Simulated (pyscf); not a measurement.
This saddle point was located with ωB97X-D3(BJ)/def2-SVPD in PySCF.

```xyz
8

C     -1.7270     0.9599     0.0017
C      0.5339    -0.6681    -0.9089
O      0.9907    -1.7161    -0.4595
H     -2.6730     0.6981    -0.5236
H     -1.9287     0.8407     1.0892
H     -1.5634     2.0478    -0.1707
H     -0.5229     0.0727    -0.4532
H      1.0855    -0.2784    -1.8577
```
Charge -1, spin multiplicity 1.

Surface: singlet, charge -1. Lowest wavenumbers (cm⁻¹): 1283i, 6, 132, 192, 305.

Task: Which two sides does it connect, and which bonds change?

Result: methane (CH₄) + HC⁻=O <-> CH₃⁻ + formaldehyde (H₂C=O), a proton transfer read from left to right: C–H broken and C–H formed. At CCSD(T)/def2-TZVPPD + ΔMP2(QZVPPD) it lies +15.7 kcal/mol from the left side and -8.1 kcal/mol from the right (each side as separated species at their lowest minima found). On the product side the descent ends in a bound adduct, 15.0 kcal/mol under the separated species and 4.7 kcal/mol under the saddle at ωB97X-D3(BJ)/def2-TZVPD. At CCSD(T) the saddle lies under the separated products, which points to a path from their complex (located at ωB97X-D3(BJ) alone), and parting the products costs more than the saddle. This is the saddle that the search found; another between the same sides may lie lower. The angle at the transferred H is 177°. The CCSD(T) − MP2 part came from Ansatz, without density fitting, on the same reference.
